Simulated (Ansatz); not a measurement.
Frontier orbitals of C$_{3}$H$_{7}$FO, SMILES `CC(C)(O)F`.

```xyz
12

C    -0.438   -0.466    1.111
C     0.073    0.403   -0.016
C     0.710   -0.359   -1.149
O    -0.916    1.207   -0.552
F     1.055    1.233    0.539
H     0.372   -1.062    1.533
H    -0.850    0.161    1.907
H    -1.220   -1.133    0.745
H     1.553   -0.943   -0.780
H     1.062    0.346   -1.902
H    -0.019   -1.030   -1.606
H    -1.382    1.642    0.169
```

Charge 0, multiplicity 1. Geometry: relaxed with PBE0-D4/def2-TZVP. It is one conformer, not always the lowest. Basis def2-TZVPP, Ansatz 0.2.0.

| functional | HOMO (eV) | LUMO (eV) | gap (eV) |
| --- | --- | --- | --- |
| PBE | -7.06 | 0.08 | 7.14 |
| revPBE | -6.99 | 0.16 | 7.15 |
| PBE0 | -8.79 | 0.91 | 9.70 |
| ωB97M-V | -11.25 | 2.32 | 13.57 |
| HF | -12.96 | 3.46 | 16.42 |

Against PBE, PBE0 changes HOMO and LUMO by −1.73 and +0.83 eV, ωB97M-V by −4.19 and +2.24 eV. A gap of 7.14 eV thus becomes 13.57 eV for the same molecule, so an orbital gap means little without its functional. A positive LUMO is unbound and depends on the basis.
